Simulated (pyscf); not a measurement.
Single points on ωB97X-D3(BJ)/def2-SVP structures (PySCF, gas phase).

Estimate by transition-state theory the rate constant of HO–Si•(F)–F + hydrogen fluoride (HF) → HO–Si(F)(F)–F + H atom (H•) (doublet surface; F–H broken, F–Si formed) at 298 K, with ωB97M-D3(BJ)/def2-TZVP energies (ideal gas, 1 atm, RRHO with modes under 100 cm⁻¹ raised to 100, one conformer, R ln 2 for chiral ones without a mode under 150 cm⁻¹; no tunnelling).

The electronic barrier is 25.1 kcal/mol and the thermal terms add +5.3, so ΔG‡ = 30.4 kcal/mol. With k_BT/h = 6.21e+12 s⁻¹ and RT = 0.592 kcal/mol, and a volume of 4.06e-20 cm³ per molecule at 1 atm, k = 1.3e-29 cm³ molecule⁻¹ s⁻¹. Wigner's tunnelling factor for 1785i cm⁻¹ would be 4.09, likely too low at so high a frequency. A shift of 1 kcal/mol in the barrier changes k by a factor 5.4. On the reactant side the descent ends in a complex, 6.5 kcal/mol under the separated species and 35.7 kcal/mol under the saddle at ωB97X-D3(BJ)/def2-TZVP. At ωB97X-D3(BJ) the barrier from the zero used here is 29.2 kcal/mol. One saddle was located; it need not be the lowest between these sides. The angle at the transferred F is 156°.
